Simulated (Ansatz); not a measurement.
# Relaxing Li2Au

These are results of Ansatz 0.2.0, DFT PBE, scalar-relativistic, plane waves, PAW, not measurements. Cutoff 420 eV, Γ-centred k mesh, Gaussian smearing, no spin polarisation in the final step.

The start puts Li2Au on the cubic Laves (C15) structure type (Fd-3m, No. 227), with Au in place of Mg, Li in place of Cu, at a guessed volume.

```yaml
crystal:
  lattice:
    - [0.00000, 3.50406, 3.50406]
    - [3.50406, 0.00000, 3.50406]
    - [3.50406, 3.50406, 0.00000]
  atoms:
    - { symbol: Li, position: [0.62500, 0.62500, 0.62500] }
    - { symbol: Li, position: [0.12500, 0.62500, 0.62500] }
    - { symbol: Li, position: [0.62500, 0.62500, 0.12500] }
    - { symbol: Li, position: [0.62500, 0.12500, 0.62500] }
    - { symbol: Au, position: [0.00000, 0.00000, 0.00000] }
    - { symbol: Au, position: [0.25000, 0.25000, 0.25000] }
```

Cell and atoms relax at zero pressure; the relaxation can't lower the symmetry of the start.

Energies over the elements count from the elements' standard structures at the same level, with no empirical corrections.

Q: Which crystal results?

A: It keeps Fd-3m (No. 227). The result has the cubic Laves (C15) structure. Conventional cell: a = 7.027 Å. Li is coordinated by 6 Li at 2.48 Å and 6 Au at 2.91 Å; Au has 12 Li at 2.91 Å and 4 Au at 3.04 Å.

```cif
data_structure
_symmetry_space_group_name_H-M 'Fd-3m:1'
_symmetry_Int_Tables_number 227
_cell_length_a 7.0268
_cell_length_b 7.0268
_cell_length_c 7.0268
_cell_angle_alpha 90.000
_cell_angle_beta 90.000
_cell_angle_gamma 90.000
_cell_volume 346.95
loop_
_atom_site_label
_atom_site_type_symbol
_atom_site_symmetry_multiplicity
_atom_site_Wyckoff_symbol
_atom_site_fract_x
_atom_site_fract_y
_atom_site_fract_z
_atom_site_occupancy
Li1 Li 16 d 0.12500 0.62500 0.12500 1
Au1 Au 8 a 0.50000 0.00000 0.50000 1
```

Q: What are its volume, energy, density and gap?

A: The volume per atom is 14.46 Å³, the density is 8.07 g/cm³ and the energy over the elements is -0.27 eV/atom. The gap on the 10×10×10 mesh is 0 eV (a metal).

The final run used a 10×10×10 mesh on its 6-atom cell and 0.10 eV smearing. The k mesh leaves about 4 meV/atom of noise in metals. Spin–orbit coupling is left out. A structure relaxed within its symmetry needn't be a true minimum.

Cost: 2 runs of about 0.42 core-minutes in all, on Intel Xeon Platinum 8375C (Ice Lake) (shared hosts).